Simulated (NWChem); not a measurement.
# AlF3; SMILES [Al]([F])([F])[F]

```xyz
4

Al     0.0000     0.0000     0.0000
F     -0.4630    -1.5733     0.0000
F     -1.1310     1.1876     0.0000
F      1.5940     0.3857     0.0000
```
Atoms are numbered in this order, from 1.

Results from NWChem. Pople sets run with spherical d functions. Coordinates come from a B3LYP/6-31G* (spherical d) optimisation. Vzz is the largest principal value of the second derivative of the potential at the nucleus (NWChem prints the opposite sign); η is the asymmetry. Non-relativistic.

```csv
level,Vzz Al1 (a.u.),η Al1
PBE0/6-31G*,0.820,0.00
PBE0/def2-SVP,0.838,0.00
Hartree-Fock/def2-TZVP,1.169,0.00
Hartree-Fock/def2-SVP,?,0.00
```

Question: Fill in the missing entries.

Answer: 
- Hartree-Fock/def2-SVP, Vzz Al1 (a.u.): 0.908
